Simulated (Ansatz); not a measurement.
Write a Python script for the Ansatz DFT code, driven from Python that makes harmonic frequencies at the relaxed geometry of C4H2ClO (charge -1), SMILES C#C/C=C(/[O-])Cl. Use (for the species named): CAM-B3LYP, 6-31G* basis, multiplicity 1.

```yaml
atoms:
  - { symbol: C, position_ang: [-2.1238, 0.0729, -0.2272] }
  - { symbol: C, position_ang: [-0.9742, -0.2391, -0.0760] }
  - { symbol: C, position_ang: [0.3865, -0.6189, 0.1042] }
  - { symbol: C, position_ang: [1.4473, 0.2121, 0.1277] }
  - { symbol: O, position_ang: [2.6691, -0.0504, 0.2813] }
  - { symbol: Cl, position_ang: [1.1502, 1.9355, -0.0818] }
  - { symbol: H, position_ang: [-3.1365, 0.3668, -0.3624] }
  - { symbol: H, position_ang: [0.5815, -1.6790, 0.2343] }
```

The script, `run_freq.py`:
```python
"""Harmonic frequencies of C4H2ClO(-) at its relaxed geometry."""

import itertools

import ansatz as az
from ase import Atoms
from ase.data import atomic_numbers, covalent_radii
from ase.thermochemistry import IdealGasThermo
import numpy as np

geometry = (
    az.Crystal.molecule()
    .atom("C", (-2.1238, 0.0729, -0.2272))
    .atom("C", (-0.9742, -0.2391, -0.076))
    .atom("C", (0.3865, -0.6189, 0.1042))
    .atom("C", (1.4473, 0.2121, 0.1277))
    .atom("O", (2.6691, -0.0504, 0.2813))
    .atom("Cl", (1.1502, 1.9355, -0.0818))
    .atom("H", (-3.1365, 0.3668, -0.3624))
    .atom("H", (0.5815, -1.679, 0.2343))
)

calculation = (
    geometry.calculation()
    .basis(gaussian="6-31G*")
    .functional("cam_b3lyp")
    .charge(-1)
    .accuracy("medium")
)
symbols = [site.symbol for site in geometry.cartesian_sites]
start = np.array([site.position_ang for site in geometry.cartesian_sites], dtype=float)
r = calculation.relax(force_tolerance=0.003, max_steps=100).run().report
end = np.array(r["positions_ang"])

# pairs closer than 1.2 times the sum of covalent radii, before or after
radius = [covalent_radii[atomic_numbers[s]] for s in symbols]
span = lambda where, i, j: np.linalg.norm(where[i] - where[j])
bonded = [(i, j) for i, j in itertools.combinations(range(len(symbols)), 2) if min(span(start, i, j), span(end, i, j)) < 1.2 * (radius[i] + radius[j])]
print("pair        before    after (A)")
for i, j in bonded:
    print(f"{symbols[i]}{i}-{symbols[j]}{j}".ljust(10), f"{span(start, i, j):8.4f} {span(end, i, j):8.4f}")

# same settings at the minimum
minimum = az.Crystal.molecule()
for symbol, place in zip(symbols, end):
    minimum = minimum.atom(symbol, place.tolist())
vibrating = (
    minimum.calculation()
    .basis(gaussian="6-31G*")
    .functional("cam_b3lyp")
    .charge(-1)
    .accuracy("medium")
    .phonons(temperatures=(298.15, 498.15, 100))
)
vib = vibrating.run().report["vibrations"]
sums = vib["harmonic_sums"]
modes = [m["omega_inv_cm"] for m in sums["modes_at_gamma"] if m["rigid_motion"] == "no"]
for number, w in enumerate(modes, start=1):
    print(f"mode {number:2d} {w:9.1f} 1/cm {w / 8065.544 * 1000:8.2f} meV")
print("imaginary modes:", sum(w < 0 for w in modes), " zero-point energy:", round(sums["zero_point_energy_ev"], 4), "eV")
# rigid rotor and ideal gas, symmetry number taken as one
gas = IdealGasThermo(vib_energies=[w / 8065.544 for w in modes if w > 0], geometry="linear" if len(modes) == 3 * len(symbols) - 5 else "nonlinear",
                     atoms=Atoms(symbols, positions=end), symmetrynumber=1, spin=0.0)
print(f"H(298 K) - E = {gas.get_enthalpy(298.15, verbose=False):.4f} eV")
print(f"S(298 K, 1 bar) = {96485.33 * gas.get_entropy(298.15, 1e5, verbose=False):.1f} J/(mol K) with symmetry number 1")
```

Output of `python run_freq.py`:
```text
pair        before    after (A)
C0-C1        1.2007   1.2132
C0-H6        1.0631   1.0637
C1-C2        1.4242   1.4065
C2-C3        1.3477   1.3762
C2-H7        1.0857   1.0876
C3-O4        1.2591   1.2043
C3-Cl5       1.7613   2.0005
mode  1     140.4 1/cm    17.41 meV
mode  2     142.9 1/cm    17.72 meV
mode  3     187.7 1/cm    23.27 meV
mode  4     287.9 1/cm    35.70 meV
mode  5     338.6 1/cm    41.98 meV
mode  6     516.9 1/cm    64.09 meV
mode  7     528.5 1/cm    65.53 meV
mode  8     581.8 1/cm    72.14 meV
mode  9     592.4 1/cm    73.44 meV
mode 10     638.7 1/cm    79.19 meV
mode 11     693.4 1/cm    85.98 meV
mode 12    1030.7 1/cm   127.79 meV
mode 13    1227.4 1/cm   152.18 meV
mode 14    1437.1 1/cm   178.18 meV
mode 15    1902.9 1/cm   235.93 meV
mode 16    2217.4 1/cm   274.92 meV
mode 17    3179.6 1/cm   394.22 meV
mode 18    3518.3 1/cm   436.22 meV
imaginary modes: 0  zero-point energy: 1.1879 eV
H(298 K) - E = 1.3932 eV
S(298 K, 1 bar) = 338.2 J/(mol K) with symmetry number 1
```

The settings weren't tested for convergence. The frequencies are harmonic and unscaled, in a modest basis. The result belongs to the one conformer reached from this start, and soft torsions count as harmonic oscillators. The entropy takes a symmetry number of 1; a symmetric molecule's is lower by R ln(sigma). Anions want diffuse functions, which this basis lacks. Timing: 3.7 min on 1 thread of Arm Neoverse V2, on a shared host, peak memory 0.36 GiB.
